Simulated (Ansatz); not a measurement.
System: 2H WS2. Method: r²SCAN-D4 in Ansatz (plane waves, PAW).

Run with plane-wave cutoff 500 eV, 18×18×4 k mesh (along the axes of the cell as run), gaussian smearing 0.02 eV, no spin polarisation, scalar-relativistic PAW data made under PBE.

Cell (relaxed at this level):

```cif
data_S4W2
_chemical_formula_sum 'W2 S4'
_space_group_name_H-M_alt 'P 1'
_space_group_IT_number 1
_cell_length_a 3.17175
_cell_length_b 3.17175
_cell_length_c 12.54911
_cell_angle_alpha 90.000
_cell_angle_beta 90.000
_cell_angle_gamma 120.000
loop_
_space_group_symop_operation_xyz
  'x, y, z'
loop_
_atom_site_label
_atom_site_type_symbol
_atom_site_fract_x
_atom_site_fract_y
_atom_site_fract_z
_atom_site_occupancy
W1 W 0.33333 0.66667 0.25000 1
W2 W 0.66667 0.33333 0.75000 1
S1 S 0.33333 0.66667 0.62565 1
S2 S 0.66667 0.33333 0.37435 1
S3 S 0.66667 0.33333 0.12565 1
S4 S 0.33333 0.66667 0.87435 1
```

**Question.** What does this level give for the band gap?

**Answer.** 
band gap: 1.18 eV (on the SCF k mesh)

Measured, for comparison: band gap 1.35 eV (room temperature, not corrected to a static lattice, bulk 2H; as tabulated in Bastos et al. (2019), arXiv:1903.08112).

Spin–orbit coupling is not included.

Static lattice: no zero-point or thermal effects.

The result took about 4 core-minutes (a rough figure).

Ansatz is a quantum-chemistry and plane-wave program.
